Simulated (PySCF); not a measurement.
Trend along the third period: MS molecules

CCSD(T) with double-zeta basis sets in PySCF, for the lowest determinant that a PBE0 search found; no spin–orbit coupling. De refers to high-spin ground-configuration atoms.

| M | basis | reference, frozen orbitals | state (unpaired electrons) | Re (Å) | ωe (cm⁻¹) | De (eV) |
| --- | --- | --- | --- | --- | --- | --- |
| Na | cc-pVDZ/cc-pV(D+d)Z | UHF, 6 | doublet (π ↑) | 2.535 | 317 | 2.09 |
| Al | def2-SVP | UHF, 10 | doublet (σ ↑) | 2.044 | 635 | 3.69 |
| Si | x2c-SVPall | RHF, 10 | singlet (closed shell) | 1.951 | 748 | 5.67 |
| P | def2-SVP | ROHF, 10 | doublet (π ↑) | 1.927 | 729 | 3.54 |
| S | def2-SVPD | UHF, 10 | triplet (π ↑↑) | 1.934 | 687 | 3.58 |

The shortest bond is that of PS (1.927 Å), the longest that of NaS (2.535 Å). SiS is bound most strongly (5.67 eV) and NaS least (2.09 eV).

The rows differ in basis set, which adds steps of its own.

The state changes along the series, so neighbouring rows are not always alike in their bonding.

Correlated steps freeze the inner cores (6 to 10 orbitals); shallow outer-core shells are correlated. UHF and ROHF references stand side by side, which adds small steps between rows. Correlated levels converge slowly with the basis: in double zeta they bind strong bonds too weakly, by up to about 1 eV, and carry superposition errors of some tenths. Where the molecule has an RHF reference, its open-shell atoms are computed with UHF. The CCSD T1 diagnostic is raised in SiS, a sign that a single reference may not be enough there. States were picked by a PBE0 search and need not be the measured ground states.
